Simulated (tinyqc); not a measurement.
Worked calculation (part 3 of 4): UHF in the sto-6g basis, for CH3, spin multiplicity 2. Computed by tinyqc, a small Python program that keeps every step (integrals from PySCF). Command: `OMP_NUM_THREADS=1 python tinyqc.py 25895 25896 out.jsonl` (the two numbers bound the seeds that draw the settings). One thread of a shared host (Intel(R) Xeon(R) Processor @ 2.60GHz), about 0.2 s of CPU time with the checks.

Geometry (angstrom):
```
atom          x          y         z
C      0.000000   0.000000  0.111000
H      1.226000   0.000000  0.000000
H     -0.613000   1.062000  0.000000
H     -0.613000  -1.062000  0.000000
```

## Iteration 2: DIIS over 2 matrices

error matrix X^T (FDS - SDF) X (alpha):
$$\begin{pmatrix}
0.000000 & 0.000017 & 0.000000 & 0.136795 & 0.046164 & 0.000077 & 0.000000 & 0.007351 \\
-0.000017 & 0.000000 & 0.000000 & -0.000093 & -0.000029 & 0.108475 & 0.000000 & -0.000003 \\
0.000000 & 0.000000 & 0.000000 & 0.000000 & 0.000000 & 0.000000 & 0.108490 & 0.000000 \\
-0.136795 & 0.000093 & 0.000000 & 0.000000 & -0.002530 & -0.000014 & 0.000000 & 0.016769 \\
-0.046164 & 0.000029 & 0.000000 & 0.002530 & 0.000000 & -0.000006 & 0.000000 & 0.006653 \\
-0.000077 & -0.108475 & 0.000000 & 0.000014 & 0.000006 & 0.000000 & 0.000000 & -0.000001 \\
0.000000 & 0.000000 & -0.108490 & 0.000000 & 0.000000 & 0.000000 & 0.000000 & 0.000000 \\
-0.007351 & 0.000003 & 0.000000 & -0.016769 & -0.006653 & 0.000001 & 0.000000 & 0.000000
\end{pmatrix}$$

B (overlaps of the stored error matrices):
$$\begin{pmatrix}
7.4348778e-01 & 3.7871154e-01 \\
3.7871154e-01 & 2.0008641e-01
\end{pmatrix}$$

Minimise |sum c_i e_i|^2 with sum c_i = 1: solve [B -1; -1 0][c; lambda] = [0; -1] with B_ij = tr e_i^T e_j summed over both spins, and take F = sum c_i F_i.

DIIS coefficients: [-0.959571, 1.959571]

extrapolated F(alpha) (hartree), order 1C 1s, 1C 2s, 1C 2px, 1C 2py, 1C 2pz, 2H 1s, 3H 1s, 4H 1s:
$$\begin{pmatrix}
-11.213464 & -2.887791 & -0.000003 & 0.000000 & 0.001824 & -0.560563 & -0.560286 & -0.560286 \\
-2.887791 & -1.440640 & -0.000053 & 0.000000 & -0.011979 & -0.605583 & -0.605404 & -0.605404 \\
-0.000003 & -0.000053 & -0.233354 & 0.000000 & 0.000007 & -0.404862 & 0.202368 & 0.202368 \\
0.000000 & 0.000000 & 0.000000 & -0.233324 & 0.000000 & 0.000000 & -0.350584 & 0.350584 \\
0.001824 & -0.011979 & 0.000007 & 0.000000 & -0.363222 & 0.038549 & 0.038538 & 0.038538 \\
-0.560563 & -0.605583 & -0.404862 & 0.000000 & 0.038549 & -0.366474 & -0.146841 & -0.146841 \\
-0.560286 & -0.605404 & 0.202368 & -0.350584 & 0.038538 & -0.146841 & -0.366324 & -0.146753 \\
-0.560286 & -0.605404 & 0.202368 & 0.350584 & 0.038538 & -0.146841 & -0.146753 & -0.366324
\end{pmatrix}$$

extrapolated F(beta) (hartree), order 1C 1s, 1C 2s, 1C 2px, 1C 2py, 1C 2pz, 2H 1s, 3H 1s, 4H 1s:
$$\begin{pmatrix}
-11.187545 & -2.855290 & -0.000003 & 0.000000 & 0.002246 & -0.553900 & -0.553625 & -0.553625 \\
-2.855290 & -1.268703 & -0.000057 & 0.000000 & 0.056440 & -0.569465 & -0.569302 & -0.569302 \\
-0.000003 & -0.000057 & -0.180316 & 0.000000 & 0.000010 & -0.397844 & 0.198860 & 0.198860 \\
0.000000 & 0.000000 & 0.000000 & -0.180284 & 0.000000 & 0.000000 & -0.344509 & 0.344509 \\
0.002246 & 0.056440 & 0.000010 & 0.000000 & 0.312995 & 0.035987 & 0.035974 & 0.035974 \\
-0.553900 & -0.569465 & -0.397844 & 0.000000 & 0.035987 & -0.373332 & -0.141382 & -0.141382 \\
-0.553625 & -0.569302 & 0.198860 & -0.344509 & 0.035974 & -0.141382 & -0.373197 & -0.141298 \\
-0.553625 & -0.569302 & 0.198860 & 0.344509 & 0.035974 & -0.141382 & -0.141298 & -0.373197
\end{pmatrix}$$

## Iteration 2: diagonalisation and new density

X, order 1C 1s, 1C 2s, 1C 2px, 1C 2py, 1C 2pz, 2H 1s, 3H 1s, 4H 1s:
$$\begin{pmatrix}
-0.346476 & 0.000313 & 0.000000 & 0.857418 & 0.436056 & -0.000076 & 0.000000 & 0.179349 \\
1.284052 & -0.000870 & 0.000000 & -0.044400 & 0.068454 & -0.000141 & 0.000000 & 0.474786 \\
0.000898 & 1.011803 & 0.000000 & -0.000012 & 0.000005 & 0.612655 & 0.000000 & 0.000130 \\
0.000000 & 0.000000 & 1.011788 & 0.000000 & 0.000000 & 0.000000 & 0.612627 & 0.000000 \\
-0.104744 & 0.000060 & 0.000000 & -0.470145 & 0.879090 & 0.000005 & 0.000000 & -0.038551 \\
-0.610380 & -0.909557 & 0.000000 & -0.166650 & -0.084880 & 0.454064 & 0.000000 & 0.301704 \\
-0.609190 & 0.455401 & -0.787985 & -0.166714 & -0.084912 & -0.227151 & 0.393313 & 0.301542 \\
-0.609190 & 0.455401 & 0.787985 & -0.166714 & -0.084912 & -0.227151 & -0.393313 & 0.301542
\end{pmatrix}$$

D(alpha) after iteration 1, order 1C 1s, 1C 2s, 1C 2px, 1C 2py, 1C 2pz, 2H 1s, 3H 1s, 4H 1s:
$$\begin{pmatrix}
1.027094 & -0.097706 & 0.000012 & 0.000000 & -0.017454 & -0.062722 & -0.062714 & -0.062714 \\
-0.097706 & 0.429351 & -0.000052 & 0.000000 & 0.074848 & 0.157258 & 0.157271 & 0.157271 \\
0.000012 & -0.000052 & 0.441379 & 0.000000 & 0.000008 & 0.256465 & -0.128244 & -0.128244 \\
0.000000 & 0.000000 & 0.000000 & 0.441395 & 0.000000 & 0.000000 & 0.222101 & -0.222101 \\
-0.017454 & 0.074848 & 0.000008 & 0.000000 & 0.990956 & -0.024341 & -0.024340 & -0.024340 \\
-0.062722 & 0.157258 & 0.256465 & 0.000000 & -0.024341 & 0.239303 & -0.026827 & -0.026827 \\
-0.062714 & 0.157271 & -0.128244 & 0.222101 & -0.024340 & -0.026827 & 0.239283 & -0.026821 \\
-0.062714 & 0.157271 & -0.128244 & -0.222101 & -0.024340 & -0.026827 & -0.026821 & 0.239283
\end{pmatrix}$$

D(beta) after iteration 1, order 1C 1s, 1C 2s, 1C 2px, 1C 2py, 1C 2pz, 2H 1s, 3H 1s, 4H 1s:
$$\begin{pmatrix}
1.024396 & -0.085581 & 0.000012 & 0.000000 & 0.008191 & -0.064442 & -0.064434 & -0.064434 \\
-0.085581 & 0.376159 & -0.000051 & 0.000000 & -0.026588 & 0.160981 & 0.160994 & 0.160994 \\
0.000012 & -0.000051 & 0.431612 & 0.000000 & 0.000002 & 0.255804 & -0.127914 & -0.127914 \\
0.000000 & 0.000000 & 0.000000 & 0.431628 & 0.000000 & 0.000000 & 0.221529 & -0.221529 \\
0.008191 & -0.026588 & 0.000002 & 0.000000 & 0.001895 & -0.011340 & -0.011339 & -0.011339 \\
-0.064442 & 0.160981 & 0.255804 & 0.000000 & -0.011340 & 0.256386 & -0.021484 & -0.021484 \\
-0.064434 & 0.160994 & -0.127914 & 0.221529 & -0.011339 & -0.021484 & 0.256368 & -0.021477 \\
-0.064434 & 0.160994 & -0.127914 & -0.221529 & -0.011339 & -0.021484 & -0.021477 & 0.256368
\end{pmatrix}$$

overlap S, order 1C 1s, 1C 2s, 1C 2px, 1C 2py, 1C 2pz, 2H 1s, 3H 1s, 4H 1s:
$$\begin{pmatrix}
1.000000 & 0.243228 & 0.000000 & 0.000000 & 0.000000 & 0.046790 & 0.046767 & 0.046767 \\
0.243228 & 1.000000 & 0.000000 & 0.000000 & 0.000000 & 0.413567 & 0.413453 & 0.413453 \\
0.000000 & 0.000000 & 1.000000 & 0.000000 & 0.000000 & 0.414169 & -0.207007 & -0.207007 \\
0.000000 & 0.000000 & 0.000000 & 1.000000 & 0.000000 & 0.000000 & 0.358631 & -0.358631 \\
0.000000 & 0.000000 & 0.000000 & 0.000000 & 1.000000 & -0.037498 & -0.037484 & -0.037484 \\
0.046790 & 0.413567 & 0.414169 & 0.000000 & -0.037498 & 1.000000 & 0.098179 & 0.098179 \\
0.046767 & 0.413453 & -0.207007 & 0.358631 & -0.037484 & 0.098179 & 1.000000 & 0.098118 \\
0.046767 & 0.413453 & -0.207007 & -0.358631 & -0.037484 & 0.098179 & 0.098118 & 1.000000
\end{pmatrix}$$

Diagonalise F' = X^T F X, C = X C', fill 5 alpha and 4 beta electrons from the bottom; D(s) = C_occ C_occ^T; the new density keeps 0.5 of the old one (damping). Each column has its largest component positive (the first on a tie).

F' = X^T F X (alpha) (hartree):
$$\begin{pmatrix}
0.259849 & 0.000450 & 0.000000 & 1.134168 & 0.546290 & -0.000036 & 0.000000 & 0.173073 \\
0.000450 & 0.606571 & 0.000000 & -0.001310 & -0.000651 & 0.050951 & 0.000000 & -0.000293 \\
0.000000 & 0.000000 & 0.606518 & 0.000000 & 0.000000 & 0.000000 & 0.050929 & 0.000000 \\
1.134168 & -0.001310 & 0.000000 & -7.692199 & -3.931640 & 0.000988 & 0.000000 & -2.983248 \\
0.546290 & -0.000651 & 0.000000 & -3.931640 & -2.478015 & 0.000538 & 0.000000 & -1.627551 \\
-0.000036 & 0.050951 & 0.000000 & 0.000988 & 0.000538 & -0.493415 & 0.000000 & 0.000439 \\
0.000000 & 0.000000 & 0.050929 & 0.000000 & 0.000000 & 0.000000 & -0.493401 & 0.000000 \\
0.173073 & -0.000293 & 0.000000 & -2.983248 & -1.627551 & 0.000439 & 0.000000 & -2.062226
\end{pmatrix}$$

orbital energies (alpha) (hartree): MO1 -11.216425, MO2 -0.847470, MO3 -0.495770, MO4 -0.495754, MO5 -0.368252, MO6 0.459555, MO7 0.608871, MO8 0.608927

coefficients C (alpha), order 1C 1s, 1C 2s, 1C 2px, 1C 2py, 1C 2pz, 2H 1s, 3H 1s, 4H 1s:
$$\begin{pmatrix}
0.995286 & -0.218802 & 0.000029 & 0.000000 & -0.018113 & -0.196786 & 0.000000 & -0.000164 \\
0.021060 & 0.727865 & -0.000145 & 0.000000 & 0.100289 & 1.157833 & 0.000000 & 0.001070 \\
0.000002 & 0.000067 & 0.565286 & 0.000000 & 0.000031 & -0.000720 & 0.000000 & 1.039011 \\
0.000000 & 0.000000 & 0.000000 & 0.565276 & 0.000000 & 0.000000 & 1.038985 & 0.000000 \\
-0.000554 & 0.010339 & -0.000045 & 0.000000 & 0.991148 & -0.154308 & 0.000000 & -0.000136 \\
-0.003886 & 0.202484 & 0.495645 & 0.000000 & -0.050533 & -0.673159 & 0.000000 & -0.888627 \\
-0.003885 & 0.202399 & -0.247865 & 0.429263 & -0.050570 & -0.674117 & -0.768992 & 0.443423 \\
-0.003885 & 0.202399 & -0.247865 & -0.429263 & -0.050570 & -0.674117 & 0.768992 & 0.443423
\end{pmatrix}$$

F' = X^T F X (beta) (hartree):
$$\begin{pmatrix}
0.348969 & 0.000397 & 0.000000 & 1.114644 & 0.572869 & -0.000033 & 0.000000 & 0.278515 \\
0.000397 & 0.626180 & 0.000000 & -0.001291 & -0.000674 & 0.090436 & 0.000000 & -0.000367 \\
0.000000 & 0.000000 & 0.626129 & 0.000000 & 0.000000 & 0.000000 & 0.090417 & 0.000000 \\
1.114644 & -0.001291 & 0.000000 & -7.528271 & -4.208057 & 0.000985 & 0.000000 & -2.977886 \\
0.572869 & -0.000674 & 0.000000 & -4.208057 & -1.940705 & 0.000532 & 0.000000 & -1.609470 \\
-0.000033 & 0.090436 & 0.000000 & 0.000985 & 0.000532 & -0.471463 & 0.000000 & 0.000426 \\
0.000000 & 0.000000 & 0.090417 & 0.000000 & 0.000000 & 0.000000 & -0.471454 & 0.000000 \\
0.278515 & -0.000367 & 0.000000 & -2.977886 & -1.609470 & 0.000426 & 0.000000 & -1.984137
\end{pmatrix}$$

orbital energies (beta) (hartree): MO1 -11.189579, MO2 -0.745507, MO3 -0.478864, MO4 -0.478852, MO5 0.314562, MO6 0.516378, MO7 0.633527, MO8 0.633582

coefficients C (beta), order 1C 1s, 1C 2s, 1C 2px, 1C 2py, 1C 2pz, 2H 1s, 3H 1s, 4H 1s:
$$\begin{pmatrix}
0.996143 & -0.198931 & 0.000033 & 0.000000 & -0.040555 & -0.209768 & 0.000000 & -0.000224 \\
0.017300 & 0.626865 & -0.000148 & 0.000000 & 0.198781 & 1.203368 & 0.000000 & 0.001390 \\
0.000001 & 0.000086 & 0.528084 & 0.000000 & -0.000018 & -0.000993 & 0.000000 & 1.058404 \\
0.000000 & 0.000000 & 0.000000 & 0.528071 & 0.000000 & 0.000000 & 1.058380 & 0.000000 \\
-0.000595 & -0.038865 & 0.000004 & 0.000000 & 0.981913 & -0.201568 & 0.000000 & -0.000194 \\
-0.003159 & 0.257673 & 0.526800 & 0.000000 & -0.066890 & -0.652407 & 0.000000 & -0.870632 \\
-0.003158 & 0.257550 & -0.263481 & 0.456266 & -0.066925 & -0.653642 & -0.753284 & 0.434212 \\
-0.003158 & 0.257550 & -0.263481 & -0.456266 & -0.066925 & -0.653642 & 0.753284 & 0.434212
\end{pmatrix}$$

D(alpha) after iteration 2, order 1C 1s, 1C 2s, 1C 2px, 1C 2py, 1C 2pz, 2H 1s, 3H 1s, 4H 1s:
$$\begin{pmatrix}
1.032945 & -0.118910 & 0.000007 & 0.000000 & -0.019110 & -0.054982 & -0.054979 & -0.054979 \\
-0.118910 & 0.484820 & -0.000041 & 0.000000 & 0.090881 & 0.149708 & 0.149736 & 0.149736 \\
0.000007 & -0.000041 & 0.380464 & 0.000000 & 0.000007 & 0.268329 & -0.134173 & -0.134173 \\
0.000000 & 0.000000 & 0.000000 & 0.380466 & 0.000000 & 0.000000 & 0.232376 & -0.232376 \\
-0.019110 & 0.090881 & 0.000007 & 0.000000 & 0.986719 & -0.036177 & -0.036178 & -0.036178 \\
-0.054982 & 0.149708 & 0.268329 & 0.000000 & -0.036177 & 0.264268 & -0.053063 & -0.053063 \\
-0.054979 & 0.149736 & -0.134173 & 0.232376 & -0.036178 & -0.053063 & 0.264262 & -0.053057 \\
-0.054979 & 0.149736 & -0.134173 & -0.232376 & -0.036178 & -0.053063 & -0.053057 & 0.264262
\end{pmatrix}$$

D(beta) after iteration 2, order 1C 1s, 1C 2s, 1C 2px, 1C 2py, 1C 2pz, 2H 1s, 3H 1s, 4H 1s:
$$\begin{pmatrix}
1.028135 & -0.096525 & 0.000007 & 0.000000 & 0.007665 & -0.059416 & -0.059412 & -0.059412 \\
-0.096525 & 0.384709 & -0.000038 & 0.000000 & -0.025481 & 0.161187 & 0.161214 & 0.161214 \\
0.000007 & -0.000038 & 0.355243 & 0.000000 & 0.000000 & 0.267010 & -0.133516 & -0.133516 \\
0.000000 & 0.000000 & 0.000000 & 0.355243 & 0.000000 & 0.000000 & 0.231235 & -0.231235 \\
0.007665 & -0.025481 & 0.000000 & 0.000000 & 0.001703 & -0.010676 & -0.010674 & -0.010674 \\
-0.059416 & 0.161187 & 0.267010 & 0.000000 & -0.010676 & 0.300155 & -0.046956 & -0.046956 \\
-0.059412 & 0.161214 & -0.133516 & 0.231235 & -0.010674 & -0.046956 & 0.300156 & -0.046946 \\
-0.059412 & 0.161214 & -0.133516 & -0.231235 & -0.010674 & -0.046956 & -0.046946 & 0.300156
\end{pmatrix}$$

Within a degenerate level the vectors are fixed only up to a rotation; this is one choice.

## Iteration 33 (converged): orbitals

converged F(alpha) (hartree), order 1C 1s, 1C 2s, 1C 2px, 1C 2py, 1C 2pz, 2H 1s, 3H 1s, 4H 1s:
$$\begin{pmatrix}
-11.160526 & -2.874882 & -0.000002 & 0.000000 & 0.001746 & -0.558729 & -0.558453 & -0.558453 \\
-2.874882 & -1.462408 & -0.000044 & 0.000000 & -0.011216 & -0.599998 & -0.599817 & -0.599817 \\
-0.000002 & -0.000044 & -0.235372 & 0.000000 & 0.000008 & -0.397939 & 0.198907 & 0.198907 \\
0.000000 & 0.000000 & 0.000000 & -0.235345 & 0.000000 & 0.000000 & -0.344588 & 0.344588 \\
0.001746 & -0.011216 & 0.000008 & 0.000000 & -0.346605 & 0.041255 & 0.041246 & 0.041246 \\
-0.558729 & -0.599998 & -0.397939 & 0.000000 & 0.041255 & -0.332301 & -0.140157 & -0.140157 \\
-0.558453 & -0.599817 & 0.198907 & -0.344588 & 0.041246 & -0.140157 & -0.332128 & -0.140069 \\
-0.558453 & -0.599817 & 0.198907 & 0.344588 & 0.041246 & -0.140157 & -0.140069 & -0.332128
\end{pmatrix}$$

converged F(beta) (hartree), order 1C 1s, 1C 2s, 1C 2px, 1C 2py, 1C 2pz, 2H 1s, 3H 1s, 4H 1s:
$$\begin{pmatrix}
-11.125360 & -2.837959 & -0.000003 & 0.000000 & 0.002771 & -0.550705 & -0.550432 & -0.550432 \\
-2.837959 & -1.244988 & -0.000069 & 0.000000 & 0.058528 & -0.563488 & -0.563324 & -0.563324 \\
-0.000003 & -0.000069 & -0.129967 & 0.000000 & 0.000011 & -0.391826 & 0.195851 & 0.195851 \\
0.000000 & 0.000000 & 0.000000 & -0.129925 & 0.000000 & 0.000000 & -0.339297 & 0.339297 \\
0.002771 & 0.058528 & 0.000011 & 0.000000 & 0.342416 & 0.035982 & 0.035969 & 0.035969 \\
-0.550705 & -0.563488 & -0.391826 & 0.000000 & 0.035982 & -0.385492 & -0.136159 & -0.136159 \\
-0.550432 & -0.563324 & 0.195851 & -0.339297 & 0.035969 & -0.136159 & -0.385383 & -0.136077 \\
-0.550432 & -0.563324 & 0.195851 & 0.339297 & 0.035969 & -0.136159 & -0.136077 & -0.385383
\end{pmatrix}$$

Diagonalise F' = X^T F X, C = X C', fill 5 alpha and 4 beta electrons from the bottom; D(s) = C_occ C_occ^T. Each column has its largest component positive (the first on a tie).

F' = X^T F X (alpha) (hartree):
$$\begin{pmatrix}
0.248936 & 0.000470 & 0.000000 & 1.145724 & 0.541931 & -0.000029 & 0.000000 & 0.131522 \\
0.000470 & 0.619538 & 0.000000 & -0.001322 & -0.000646 & 0.031638 & 0.000000 & -0.000256 \\
0.000000 & 0.000000 & 0.619490 & 0.000000 & 0.000000 & 0.000000 & 0.031606 & 0.000000 \\
1.145724 & -0.001322 & 0.000000 & -7.646625 & -3.918013 & 0.000988 & 0.000000 & -2.977920 \\
0.541931 & -0.000646 & 0.000000 & -3.918013 & -2.455193 & 0.000538 & 0.000000 & -1.622707 \\
-0.000029 & 0.031638 & 0.000000 & 0.000988 & 0.000538 & -0.479888 & 0.000000 & 0.000436 \\
0.000000 & 0.000000 & 0.031606 & 0.000000 & 0.000000 & 0.000000 & -0.479869 & 0.000000 \\
0.131522 & -0.000256 & 0.000000 & -2.977920 & -1.622707 & 0.000436 & 0.000000 & -2.045051
\end{pmatrix}$$

orbital energies (alpha) (hartree): MO1 -11.163496, MO2 -0.851756, MO3 -0.480797, MO4 -0.480777, MO5 -0.352687, MO6 0.470005, MO7 0.620398, MO8 0.620449

coefficients C (alpha), order 1C 1s, 1C 2s, 1C 2px, 1C 2py, 1C 2pz, 2H 1s, 3H 1s, 4H 1s:
$$\begin{pmatrix}
0.995258 & -0.225546 & 0.000031 & 0.000000 & -0.019092 & -0.189069 & 0.000000 & -0.000157 \\
0.021139 & 0.766972 & -0.000161 & 0.000000 & 0.107735 & 1.131621 & 0.000000 & 0.001034 \\
0.000001 & 0.000057 & 0.583322 & 0.000000 & 0.000035 & -0.000680 & 0.000000 & 1.028994 \\
0.000000 & 0.000000 & 0.000000 & 0.583322 & 0.000000 & 0.000000 & 1.028962 & 0.000000 \\
-0.000540 & 0.007885 & -0.000050 & 0.000000 & 0.989784 & -0.162969 & 0.000000 & -0.000137 \\
-0.003838 & 0.179382 & 0.480098 & 0.000000 & -0.056798 & -0.679179 & 0.000000 & -0.897126 \\
-0.003837 & 0.179299 & -0.240066 & 0.415777 & -0.056842 & -0.680133 & -0.776367 & 0.447689 \\
-0.003837 & 0.179299 & -0.240066 & -0.415777 & -0.056842 & -0.680133 & 0.776367 & 0.447689
\end{pmatrix}$$

F' = X^T F X (beta) (hartree):
$$\begin{pmatrix}
0.353955 & 0.000403 & 0.000000 & 1.106061 & 0.569071 & -0.000018 & 0.000000 & 0.290821 \\
0.000403 & 0.639499 & 0.000000 & -0.001277 & -0.000667 & 0.131544 & 0.000000 & -0.000378 \\
0.000000 & 0.000000 & 0.639445 & 0.000000 & 0.000000 & 0.000000 & 0.131538 & 0.000000 \\
1.106061 & -0.001277 & 0.000000 & -7.480282 & -4.197821 & 0.000977 & 0.000000 & -2.961102 \\
0.569071 & -0.000667 & 0.000000 & -4.197821 & -1.905298 & 0.000528 & 0.000000 & -1.599201 \\
-0.000018 & 0.131544 & 0.000000 & 0.000977 & 0.000528 & -0.452922 & 0.000000 & 0.000425 \\
0.000000 & 0.000000 & 0.131538 & 0.000000 & 0.000000 & 0.000000 & -0.452915 & 0.000000 \\
0.290821 & -0.000378 & 0.000000 & -2.961102 & -1.599201 & 0.000425 & 0.000000 & -1.968180
\end{pmatrix}$$

orbital energies (beta) (hartree): MO1 -11.127332, MO2 -0.733792, MO3 -0.468538, MO4 -0.468531, MO5 0.343987, MO6 0.517332, MO7 0.655061, MO8 0.655116

coefficients C (beta), order 1C 1s, 1C 2s, 1C 2px, 1C 2py, 1C 2pz, 2H 1s, 3H 1s, 4H 1s:
$$\begin{pmatrix}
0.996197 & -0.196396 & 0.000029 & 0.000000 & -0.044000 & -0.211200 & 0.000000 & -0.000191 \\
0.017050 & 0.613080 & -0.000127 & 0.000000 & 0.217621 & 1.207207 & 0.000000 & 0.001199 \\
0.000001 & 0.000091 & 0.489102 & 0.000000 & -0.000025 & -0.000854 & 0.000000 & 1.076973 \\
0.000000 & 0.000000 & 0.000000 & 0.489075 & 0.000000 & 0.000000 & 1.076956 & 0.000000 \\
-0.000636 & -0.039087 & 0.000002 & 0.000000 & 0.978825 & -0.216025 & 0.000000 & -0.000169 \\
-0.003095 & 0.265014 & 0.558186 & 0.000000 & -0.075536 & -0.648679 & 0.000000 & -0.850722 \\
-0.003093 & 0.264895 & -0.279193 & 0.483466 & -0.075576 & -0.649669 & -0.736122 & 0.424409 \\
-0.003093 & 0.264895 & -0.279193 & -0.483466 & -0.075576 & -0.649669 & 0.736122 & 0.424409
\end{pmatrix}$$

D(alpha) after iteration 33, order 1C 1s, 1C 2s, 1C 2px, 1C 2py, 1C 2pz, 2H 1s, 3H 1s, 4H 1s:
$$\begin{pmatrix}
1.041774 & -0.154005 & 0.000006 & 0.000000 & -0.021213 & -0.043180 & -0.043181 & -0.043181 \\
-0.154005 & 0.600300 & -0.000046 & 0.000000 & 0.112670 & 0.131304 & 0.131351 & 0.131351 \\
0.000006 & -0.000046 & 0.340265 & 0.000000 & 0.000006 & 0.280060 & -0.140027 & -0.140027 \\
0.000000 & 0.000000 & 0.000000 & 0.340265 & 0.000000 & 0.000000 & 0.242532 & -0.242532 \\
-0.021213 & 0.112670 & 0.000006 & 0.000000 & 0.979735 & -0.054825 & -0.054834 & -0.054834 \\
-0.043180 & 0.131304 & 0.280060 & 0.000000 & -0.054825 & 0.265913 & -0.079849 & -0.079849 \\
-0.043181 & 0.131351 & -0.140027 & 0.242532 & -0.054834 & -0.079849 & 0.265896 & -0.079845 \\
-0.043181 & 0.131351 & -0.140027 & -0.242532 & -0.054834 & -0.079849 & -0.079845 & 0.265896
\end{pmatrix}$$

D(beta) after iteration 33, order 1C 1s, 1C 2s, 1C 2px, 1C 2py, 1C 2pz, 2H 1s, 3H 1s, 4H 1s:
$$\begin{pmatrix}
1.030980 & -0.103421 & -0.000003 & 0.000000 & 0.007043 & -0.055115 & -0.055114 & -0.055114 \\
-0.103421 & 0.376158 & -0.000006 & 0.000000 & -0.023974 & 0.162351 & 0.162384 & 0.162384 \\
-0.000003 & -0.000006 & 0.239221 & 0.000000 & -0.000003 & 0.273034 & -0.136530 & -0.136530 \\
0.000000 & 0.000000 & 0.000000 & 0.239194 & 0.000000 & 0.000000 & 0.236451 & -0.236451 \\
0.007043 & -0.023974 & -0.000003 & 0.000000 & 0.001528 & -0.010355 & -0.010352 & -0.010352 \\
-0.055115 & 0.162351 & 0.273034 & 0.000000 & -0.010355 & 0.381814 & -0.085631 & -0.085631 \\
-0.055114 & 0.162384 & -0.136530 & 0.236451 & -0.010352 & -0.085631 & 0.381867 & -0.085612 \\
-0.055114 & 0.162384 & -0.136530 & -0.236451 & -0.010352 & -0.085631 & -0.085612 & 0.381867
\end{pmatrix}$$

Within a degenerate level the vectors are fixed only up to a rotation; this is one choice.
